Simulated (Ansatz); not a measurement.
## One arrangement of a pair

The pair of H3O⁺ (SMILES [OH3+], atoms 1–4) and CH6Si (SMILES C[SiH3], atoms 5–12), both closed shells, in one local arrangement (a lower one may exist), relaxed at PBE0-D4/def2-TZVP:

```
12
angstrom
O 0.6892 0.0180 -2.6101
H 0.2508 -0.0653 -1.6152
H 0.2044 0.6271 -3.1921
H 0.8184 -0.8420 -3.0443
C -0.8915 -0.1598 2.0416
Si 0.3715 0.2324 0.7545
H -1.1246 -1.2257 2.0562
H -1.8103 0.4064 1.8810
H -0.4890 0.1143 3.0211
H 1.6081 -0.5791 0.7716
H 0.6650 1.6649 0.5307
H -0.2918 -0.1912 -0.5948
```

Ansatz 0.2.0; basis: def2-TZVPPD, with def2-QZVPPD for the basis limit; cores frozen in the correlated methods. B3LYP uses VWN-RPA correlation. Extrapolation: Hartree–Fock as exp(−7.88 √X), correlation as X^−2.97. Interaction energies count from these two fragments, frozen as in the pair, with the counterpoise correction; negative means bound.

(1) What is the interaction energy by CCSD(T) at an estimated basis limit (MP2 extrapolated from triple and quadruple zeta, plus CCSD(T) − MP2 in triple zeta)? (Judge from chemistry; the value comes from the calculation.)

(2) Which atoms make the shortest contact between the fragments?

The T1 diagnostic stays at or below 0.011.

## Answers

(1) The calculation gives: -25.82 kcal/mol. Hartree–Fock alone gives -21.09 kcal/mol at the basis limit. It counts from the two fragments frozen as in the pair.

The same quantity by other methods in triple zeta, and each one's difference from that estimate:
```tsv
method	E_int (kcal/mol)	difference
PBE-D4	-30.13	-4.31
revPBE-D4	-28.53	-2.72
BLYP-D4	-28.87	-3.05
r2SCAN-D4	-29.38	-3.57
B97M-V	-28.50	-2.68
PBE0-D4	-28.67	-2.86
B3LYP-D4	-28.19	-2.37
HSE06-D4	-28.76	-2.94
wB97X-V	-26.68	-0.87
wB97M-V	-26.44	-0.62
B2PLYP	-26.86	-1.05
HF	-21.06	4.76
MP2	-25.91	-0.09
CCSD	-24.56	1.26
CCSD(T)	-25.33	0.48
```
Differences are method less estimate.

(2) H2 and H12, 1.16 Å apart.

Energy to bend the free fragments (PBE0-D4 minima) into their shapes in the pair, CCSD(T)/def2-TZVPPD: H3O⁺ 5.52 kcal/mol; CH6Si 3.83 kcal/mol. This must be added to the interaction energy to get the binding energy from relaxed fragments.

Basis-set superposition shift (counterpoise-corrected less uncorrected): CCSD(T) 0.64; MP2 0.68; HF 0.08; PBE0-D4 0.08; wB97M-V 0.10 kcal/mol.

For scale, one of the runs: CCSD(T)/def2-TZVPPD, 278 basis functions, launched by `ansatz run in.yaml --threads 4 --pin off --events-out ev --progress --plain --max-ram 9574MiB`. Time: 100 s of wall clock on 4 CPU threads of an Arm Neoverse V2; the host was shared. Peak host memory: 7.6 GiB.
